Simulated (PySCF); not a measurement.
# SiS⁻: from constants to spectrum

UHF-CCSD(T) constants of SiS⁻, ²Π (doublet), unpaired electrons π ↑ (basis Si def2-TZVPPD, S def2-TZVPPD; no relativity; PySCF 2.14; masses 27.9769 and 31.9721 u):

```
ωe   : 607.1 cm⁻¹
ωexe : 2.41 cm⁻¹
Be   : 0.2702 cm⁻¹
αe   : 0.00152 cm⁻¹
```

Question: What force constant and bond length do these constants imply?

Answer: Reduced mass μred = 14.921 u; k = 5.8918×10⁻⁷·μred·ωe² (u, cm⁻¹, mdyn/Å) = 3.24 mdyn/Å; Re = √(16.8576/(μred·Be)) (u, cm⁻¹, Å) = 2.045 Å.

Question: Estimate the centrifugal constant D from the Kratzer relation and find the Dunham coefficient a1.

Answer: D = 4Be³/ωe² = 2.14e-07 cm⁻¹; a1 = −1 − αeωe/(6Be²) = -3.11.

Correlated steps freeze 10 core orbitals. The state is the lowest determinant that a PBE0 search found; another state may lie lower at other levels.
